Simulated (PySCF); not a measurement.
Species: C₂H₄OS.
SMILES: `OCC=S`

Method used: EOM-IP-CCSD/aug-cc-pVDZ in PySCF, restricted Hartree–Fock reference, frozen core, non-relativistic, gas phase, PBE0-D3(BJ)/def2-SVP geometry.

The vertical ionisation energies are 8.99, 11.05, 11.58, 12.83, 14.22, 15.07, 15.90, 18.09 eV.

**Question.** Which Hartree–Fock orbital leads each hole, and what is its Koopmans value −ε?

**Answer.** 
```json
{"leading hole (HF orbital)": "HOMO", "Koopmans (eV)": "9.55", "EOM-IP-CCSD (eV)": "8.99", "change (eV)": "-0.56", "one-hole share": "0.95"}
{"leading hole (HF orbital)": "HOMO-1", "Koopmans (eV)": "11.10", "EOM-IP-CCSD (eV)": "11.05", "change (eV)": "-0.05", "one-hole share": "0.95"}
{"leading hole (HF orbital)": "HOMO-2", "Koopmans (eV)": "13.24", "EOM-IP-CCSD (eV)": "11.58", "change (eV)": "-1.66", "one-hole share": "0.95"}
{"leading hole (HF orbital)": "HOMO-3", "Koopmans (eV)": "14.04", "EOM-IP-CCSD (eV)": "12.83", "change (eV)": "-1.21", "one-hole share": "0.95"}
{"leading hole (HF orbital)": "HOMO-4", "Koopmans (eV)": "15.58", "EOM-IP-CCSD (eV)": "14.22", "change (eV)": "-1.36", "one-hole share": "0.94"}
{"leading hole (HF orbital)": "HOMO-5", "Koopmans (eV)": "16.92", "EOM-IP-CCSD (eV)": "15.07", "change (eV)": "-1.85", "one-hole share": "0.93"}
{"leading hole (HF orbital)": "HOMO-6", "Koopmans (eV)": "17.40", "EOM-IP-CCSD (eV)": "15.90", "change (eV)": "-1.50", "one-hole share": "0.94"}
{"leading hole (HF orbital)": "HOMO-7", "Koopmans (eV)": "19.84", "EOM-IP-CCSD (eV)": "18.09", "change (eV)": "-1.75", "one-hole share": "0.94"}
```

**Question.** Does the order of the lines follow the orbital energies?

**Answer.** Yes, no two lines change places. The corrections run from -1.85 to -0.05 eV, with a mean of -1.24 eV over the 8 lines; no line lies above its Koopmans value.

**Question.** At what kinetic energies would He II light (40.81 eV) eject these electrons?

**Answer.** 31.82 eV (HOMO), 29.76 eV (HOMO-1), 29.23 eV (HOMO-2), 27.98 eV (HOMO-3), 26.59 eV (HOMO-4), 25.74 eV (HOMO-5), 24.91 eV (HOMO-6), 22.72 eV (HOMO-7).

One root was sought for each valence orbital with −ε under 21 eV, eight at most, so deeper holes and satellites are missing; no vibrational structure.

The run took 59 s of wall time on an x86-64 server with one thread, shared host.

The values belong to the conformer `[OH:1][CH2:2][CH:3]=[S:4]`: O1–C2–C3–S4 -149°, H–O1–C2–C3 67°.
